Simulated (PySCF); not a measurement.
Isomers of C3H3F. The calculation used PySCF, PBE0-D3(BJ)/def2-SVP geometry optimisation, gas phase. One conformer each; no zero-point energy, no entropy. No frequencies were run at this level. Point groups hold within 0.08 Å.

Question: Rank from lowest to highest electronic energy at this level (kcal/mol).
A. `FC1=CC1`
B. `FC1C=C1`
C. HC≡CCH2F, `C(C#C)F`

Answer: C (0.0), B (2.3), A (11.0).

As drawn, the lowest has a C≡C bond, which the highest lacks; the highest has a three-membered ring and a C=C bond outside aromatic rings, which the lowest lacks. Neighbours under 2.5 kcal/mol apart (C#CCF and FC1C=C1) can change places with a better method, another conformer or zero-point energy.

```json
{"SMILES": "C#CCF", "E (Eh)": "-215.47691", "E rel (kcal/mol)": "0.0", "dipole (D)": "1.70", "point group": "Cs", "A, B, C (MHz)": "36604, 4576, 4176"}
{"SMILES": "FC1C=C1", "E (Eh)": "-215.47327", "E rel (kcal/mol)": "2.3", "dipole (D)": "2.08", "point group": "Cs", "A, B, C (MHz)": "22922, 7160, 6375"}
{"SMILES": "FC1=CC1", "E (Eh)": "-215.45936", "E rel (kcal/mol)": "11.0", "dipole (D)": "0.96", "point group": "Cs", "A, B, C (MHz)": "22943, 7007, 5570"}
```

Question: As an exercise, what shares would exp(−E/RT) give at 2000 K from these electronic energies alone (no entropy, no degeneracies)?

Answer: RT = 3.974 kcal/mol: C#CCF 61.5 %, FC1C=C1 34.6 %, FC1=CC1 3.9 %.
